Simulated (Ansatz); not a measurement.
# Be2H (quartet): wave-function methods side by side, def2-TZVPP

The task here is to estimate one member of a computed series from the others.

Method: def2-TZVPP, core rule «outside noble gas», up to 2 orbitals frozen; program: Ansatz 0.2.0, Gaussian basis.

To be run: UHF; ROHF; CCSD(T) on UHF.

2 further runs of the same task are left out: 2 set aside as unsound or not needed.

**The system**

The geometry is a PBE0/def2-TZVP stationary point (not a proven minimum) of the parent state, kept for this charge and spin.

3 atoms, charge 0, spin multiplicity 4.

Atoms are counted from 1 here; the program's logs count them from 0.

Bond lengths: Be1–H3 1.348 Å.

The first run:

The input, in.yaml:

```yaml
crystal:
  periodic: [false, false, false]
  atoms:
    - {symbol: Be, position_ang: [0.000000, 0.000000, 0.266601]}
    - {symbol: Be, position_ang: [0.000000, 0.000000, -1.881688]}
    - {symbol: H, position_ang: [0.000000, 0.000000, 1.615087]}
basis:
  gaussian: {orbitals: def2-TZVPP}
magnetization: {spin_polarized: true, initial_magnetization: 3}
hamiltonian: {xc: hf}
output: {orbitals: {seedname: orbitals}}
```

Run with:

```console
ansatz run in.yaml --threads 1 --pin off --events-out ev --progress --plain --max-ram 4096MiB --backend cpu
```

Among the steps run: UHF; ROHF; CCSD(T) on UHF.

One of the session's tables, all rows but one given; the rest of the session is left out.

It belongs to the step «Misses and costs». 

```
  method  from UCCSD(T) (meV)
    ROHF              +1529.0
     UHF              +1525.3
    UMP2                    ?
   UCCSD                +22.0
UCCSD(T)                    0
```

Q: Estimate the row for UMP2 from the others.

**Answer.** from UCCSD(T) (meV): +429.5. In the column «from UCCSD(T) (meV)» it lies between UCCSD (+22.0) and UHF (+1525.3).
